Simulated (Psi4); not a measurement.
Pair of molecules, SMILES CN with SMILES CN (the first has 7 atoms); geometry from S66by8 set.
(charge 0, multiplicity 1):
```xyz
14

N     -2.08433     0.31715    -0.69122
H     -1.25573    -0.26770    -0.74156
H     -2.74615    -0.07251    -1.34945
C     -2.64434     0.23764     0.65616
H     -3.53842     0.85548     0.71738
H     -2.90843    -0.76961     0.99367
H     -1.92596     0.64491     1.36530
N      2.25536    -0.81064    -0.41918
H      2.55163    -0.53611    -1.34717
H      2.87891    -1.55833    -0.14399
C      2.41559     0.32457     0.49449
H      2.14540     0.00987     1.50015
H      3.42300     0.74634     0.53147
H      1.72305     1.11034     0.20184
```

All values below come from SAPT0/jun-cc-pV(D+d)Z in Psi4 1.11.

Problem. Give the four SAPT terms and the total, and say what mostly holds the pair together.

Solution. electrostatics -0.96, exchange 0.07, induction -0.07, dispersion -0.31, total -1.26 kcal/mol; the largest attraction is electrostatics.
